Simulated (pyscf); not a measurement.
Routes from `[CH3][N]([CH3])[SiH3]` + `[OH2]`

Candidate steps break at most two bonds and form at most two. Each was searched with GFN2-xTB (tblite) first. Single points on ωB97X-D3(BJ)/def2-SVP structures (PySCF, gas phase). Energies: ωB97M-D3(BJ)/def2-TZVP, kcal/mol, from the separated reactants, singlet surface; ΔG‡ with ideal gas, 1 atm, RRHO with modes under 100 cm⁻¹ raised to 100, one conformer, R ln 2 for chiral ones without a mode under 150 cm⁻¹.

| products | type | ΔE‡ | ΔE | ΔG‡ 298 K | ΔG‡ 900 K | ν‡ (cm⁻¹) |
|---|---|---|---|---|---|---|
| H₃C–NH–CH₃ + HO–SiH₃ | four-centre exchange | 14.3 | -10.3 | 25.3 | 49.2 | 1117i |
| H₃C–N(CH₃)–SiH₂–OH + H₂ | four-centre exchange | 29.6 | -21.8 | 39.7 | 63.1 | 1262i |

Row 1: On the reactant side the descent ends in a complex, 5.7 kcal/mol under the separated species and 20.0 kcal/mol under the saddle at ωB97X-D3(BJ)/def2-TZVP. On the product side the descent ends in a bound adduct, 8.9 kcal/mol under the separated species and 32.3 kcal/mol under the saddle at ωB97X-D3(BJ)/def2-TZVP. 

Plain bond fissions and candidates not yet searched are not listed, and one of them may be faster. Each barrier is that of the saddle found; lower ones may exist.
